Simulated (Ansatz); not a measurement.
A calculation on wurtzite CdSe returned lattice constant a 4.344 Å, lattice parameter c 7.084 Å, cohesive energy 2.39 eV/atom.

For reference: lattice constant a 4.298 Å (measured, temperature not stated, no zero-point or thermal correction; as tabulated in PVEducation, CdSe (wurtzite), citing its ref. 1); lattice parameter c 7.015 Å (measured, temperature not stated, no zero-point or thermal correction; as tabulated in PVEducation, CdSe (wurtzite), citing its ref. 1).

Q: Which level of theory produced these numbers?
(A) RPBE (Ansatz, an electronic-structure program)
(B) PBE-D3(BJ) (Ansatz)
(C) PBE0 (Ansatz)
(D) HSE06-D3(BJ) (Ansatz)

A: C, PBE0 (Ansatz)

The others give: RPBE 4.445 Å, 7.254 Å, 1.97 eV/atom; PBE-D3(BJ) 4.322 Å, 7.064 Å, 2.62 eV/atom; HSE06-D3(BJ) 4.279 Å, 6.996 Å, 2.78 eV/atom.

Unless a cell is named, each level is at its own relaxed cell (HSE06-D3(BJ) 27.74, PBE-D3(BJ) 28.56, PBE0 28.95, RPBE 31.03 Å³/atom).

Caveats: the cell is over a tenth larger than the published one: the level's own overestimate first of all, though another phase or state, or a fault of the published cell, is possible (RPBE). Ansatz's density-functional and Hartree–Fock values are scalar-relativistic unless marked +SOC, with PAW data made under PBE.
